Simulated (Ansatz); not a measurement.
**CH5B (BH2Me): the energy, rung by rung**

The species is CH5B (7 atoms), meant as a singlet with charge 0. SMILES: `[H]B([H])C`. Geometry: relaxed at GFN2-xTB.

```xyz
7

B     0.4448    0.7811    0.0063
H     1.6149    0.7823    0.0090
H    -0.1297    1.7981   -0.0614
C    -0.3372   -0.5740    0.0397
H    -0.4056   -0.9294   -0.9911
H    -1.3583   -0.4963    0.4055
H     0.1709   -1.3619    0.5920
```

Each level gives the energy change with the B1–H2 bond stretched from 1.170 to 1.463 Å (eV). The values are calculated.

```tsv
level	kind	program	value (eV)	less FCI/STO-3G	CPU time (all runs)
revPBE/STO-3G (restricted)	GGA	Ansatz	0.77	-0.02	1.5 s
r2SCAN/STO-3G (restricted)	meta-GGA	Ansatz	0.87	+0.08	3.3 s
BHLYP/STO-3G (restricted)	global hybrid	Ansatz	0.99	+0.20	1.4 s
CAM-B3LYP/STO-3G (restricted)	range-separated hybrid	Ansatz	0.91	+0.12	1.8 s
B2PLYP/STO-3G (restricted)	double hybrid	Ansatz	0.91	+0.12	2 s
MP2/STO-3G (restricted)	perturbation theory	Ansatz	0.92	+0.13	0.12 s
CCSDT(Q)/STO-3G (restricted)	coupled cluster or CI	Ansatz	0.79	0.00	0.37 s
FCI/STO-3G	exact in the basis	Ansatz	0.79	0.00	20 s
```

FCI/STO-3G is exact within its basis and frozen core, so for wave-function methods in that basis the difference is their error; functionals converge differently with the basis, so for them it is only a difference. The first shape isn't each level's own minimum. The values span 0.77 to 0.99 eV. All rows use very small basis sets, so none should be taken for the real molecule's value. Times are those of the runs behind each value, whatever else they computed, on shared processors of several kinds: orders of magnitude only.
